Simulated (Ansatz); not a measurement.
How close CCSD(T) comes to the exact answer in a basis

Each species is computed at the geometry given (Å), with frozen cores, in Ansatz 0.2.0: RHF-CCSD(T) for singlets, UHF-CCSD(T) otherwise, and full CI in the same basis. The program picks the determinant by trial CCSD, so it needn't be the lowest Hartree–Fock solution. States: AlS Σ⁺ or Δ, H2Al–Al⁺ B1, CO⁺ Σ⁺ or Δ, SiH4 Ag. Cases whose determinant has another symmetry than full CI's state, or whose (Q) step broke down, weren't drawn.

Task: Judging by size, spin and bonding and the diagnostics given, rank them by the size of CCSD(T)'s error in total energy against full CI in the same basis, smallest first (an estimate).
A. AlS, doublet, cc-pVDZ: Al 0.000 0.000 0.000; S 0.000 0.000 2.032. T1 0.031, (T) -253 meV in a correlation energy of -5.27 eV
B. SiH$_{4}$, singlet, cc-pVDZ: Si 0.000 0.000 0.000; H -0.012 1.085 1.078; H -0.016 -1.078 1.085; H 0.016 1.078 -1.085; H 0.012 -1.085 -1.078. T1 0.009, (T) -62 meV in a correlation energy of -4.08 eV
C. CO⁺, doublet, cc-pVDZ: O 0.000 0.000 0.000; C 0.000 0.000 1.106. T1 0.050, (T) -283 meV in a correlation energy of -7.64 eV
D. H₂Al–Al⁺, quartet, cc-pVDZ: Al 0.000 0.000 -1.201; Al 0.000 0.000 1.344; H 0.000 1.418 -1.916; H 0.000 -1.418 -1.916. T1 0.032, (T) -59 meV in a correlation energy of -2.56 eV

Result: B (19.7 meV), D (36.6 meV), A (52.9 meV), C (79.6 meV).

```tsv
species	basis	correlated electrons	CCSD(T) − full CI (meV)	CCSDT(Q) − full CI (meV)	unpaired electrons (full CI)	T1	⟨S²⟩ of the determinant
SiH4, singlet	cc-pVDZ	8	19.7	0.3	0.05	0.009	0.00
H2Al–Al⁺, quartet	cc-pVDZ	7	36.6	0.3	3.05	0.032	3.76
AlS, doublet	cc-pVDZ	9	52.9	-7.7	1.12	0.031	0.77
CO⁺, doublet	cc-pVDZ	9	79.6	-10.4	1.11	0.050	0.95
```

Unpaired electrons are Σ n²(2−n)² over natural occupations; an open shell counts its own unpaired electrons too. Frozen cores follow each run's orbitals, which moves totals by a few meV.
